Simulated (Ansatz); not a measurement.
## Volume per atom of some transition metals, all hcp

Method: PBEsol in Ansatz (plane waves, PAW). References are measured values corrected to a static lattice.

Values in Å³/atom.

```
solid   reference  PBEsol  error (%)
------  ---------  ------  ---------
hcp Y      32.95¶   31.33       -4.9
hcp Sc     24.77¶   23.65       -4.5
hcp Ru     13.45¶   13.32       -1.0
hcp Os     13.85¶   13.89       +0.3
hcp Co     10.96¶   10.37       -5.4
hcp Ti     17.50¶   16.73       -4.4
hcp Hf     22.30¶   21.61       -3.1
hcp Re     14.62¶   14.55       -0.5
hcp Zr     23.18¶       ?          ?
```

Problem. Estimate the withheld PBEsol value.

Solution. The errors of the other rows run from -5.4 % to +0.3 %, with a median of -3.7 %; carried to the reference 23.18 it gives 22.32 Å³/atom. The run gives 22.46 Å³/atom (-3.1 %), +0.6 % from the estimate; the row was drawn at random, and such an estimate is rough. Over these 9 solids the mean error is -3.0 %, the mean absolute error 3.0 % (median 3.1 %), and the worst case hcp Co at -5.4 %; the value is below the reference in 8 of 9 cases.

All these references are brought to a static lattice.

Spin–orbit coupling is left out, also for the solids with elements from indium on (hcp Os, hcp Hf, hcp Re); its size isn't shown.

¶ marks references of a special kind: hcp Y, 32.95 Å³/atom (measured, copied from a table, unchecked, extrapolated to 0 K and zero-point effects removed; as tabulated in Lejaeghere et al. (2013), arXiv:1204.2733); hcp Sc, 24.77 Å³/atom (measured, copied from a table, unchecked, extrapolated to 0 K and zero-point effects removed; as tabulated in Lejaeghere et al. (2013), arXiv:1204.2733); hcp Ru, 13.45 Å³/atom (measured, copied from a table, unchecked, extrapolated to 0 K and zero-point effects removed; as tabulated in Lejaeghere et al. (2013), arXiv:1204.2733); hcp Os, 13.85 Å³/atom (measured, copied from a table, unchecked, extrapolated to 0 K and zero-point effects removed; as tabulated in Lejaeghere et al. (2013), arXiv:1204.2733); hcp Co, 10.96 Å³/atom (measured, copied from a table, unchecked, extrapolated to 0 K and zero-point effects removed; as tabulated in Lejaeghere et al. (2013), arXiv:1204.2733); hcp Ti, 17.50 Å³/atom (measured, copied from a table, unchecked, extrapolated to 0 K and zero-point effects removed; as tabulated in Lejaeghere et al. (2013), arXiv:1204.2733); hcp Hf, 22.30 Å³/atom (measured, copied from a table, unchecked, extrapolated to 0 K and zero-point effects removed; as tabulated in Lejaeghere et al. (2013), arXiv:1204.2733); hcp Re, 14.62 Å³/atom (measured, copied from a table, unchecked, extrapolated to 0 K and zero-point effects removed; as tabulated in Lejaeghere et al. (2013), arXiv:1204.2733); hcp Zr, 23.18 Å³/atom (measured, copied from a table, unchecked, extrapolated to 0 K and zero-point effects removed; as tabulated in Lejaeghere et al. (2013), arXiv:1204.2733).

Differences are worked out from the printed values.

Ansatz's density-functional and Hartree–Fock values are scalar-relativistic unless marked +SOC, with PAW data made under PBE.

Ansatz's runs of these crystals have no spin polarisation, but for hcp Co.

Density-functional runs with spin start from parallel moments for hcp Co.

Of the class's solids with a reference value and a result at some level, none was set aside. Solids without a released value at any level aren't counted. Cubic solids are told by their lattice constant and aren't counted here. Layered and molecular crystals are counted apart. The metals Ce to Yb are counted apart.

References as tabulated in Lejaeghere et al. (2013), arXiv:1204.2733.

Ansatz is a program for electronic structure.
